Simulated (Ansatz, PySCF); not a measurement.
This PySCF input computes a CCSD(T)/cc-pVDZ energy:

```python
from pyscf import gto, scf, mp, cc as ccmod

mol = gto.M(
    atom='''
    C    -0.00000000   -0.00000000   -0.47198407
    C     0.00000000    0.00000000    0.72801579
    H    -0.00000000   -0.00000000   -1.53619029
    ''',
    basis='cc-pvdz',
    charge=0,
    spin=1,
    symmetry='C2v',
    verbose=4,
)

mf = scf.UHF(mol)
mf.conv_tol = 1e-10
mf.max_cycle = 100
mf.kernel()
mp2 = mp.MP2(mf, frozen=2).run()
cc = ccmod.CCSD(mf, frozen=2)
cc.max_cycle = 100
cc.kernel()
et = cc.ccsd_t()
print(f'E(CCSD(T)) = {cc.e_tot + et:.9f}')
```

Task: Write an input for the same energy in Ansatz (a program for electronic structure) and say what it gives.

Result: 
Ansatz 0.2 input:
```yaml
crystal:
  periodic: [false, false, false]
  atoms:
    - {symbol: C, position_ang: [-0.00000000, -0.00000000, -0.47198407]}
    - {symbol: C, position_ang: [0.00000000, 0.00000000, 0.72801579]}
    - {symbol: H, position_ang: [-0.00000000, -0.00000000, -1.53619029]}
basis:
  gaussian:
    orbitals: cc-pVDZ
magnetization: {spin_polarized: true, initial_magnetization: 1}
correlation: {method: ccsd_t, electrons: outside_noble_gas}
```
It gives -76.39801 Eh, and PySCF -76.39801 Eh, a difference of 0.00 mEh.

It need not be the lowest isomer of its formula.
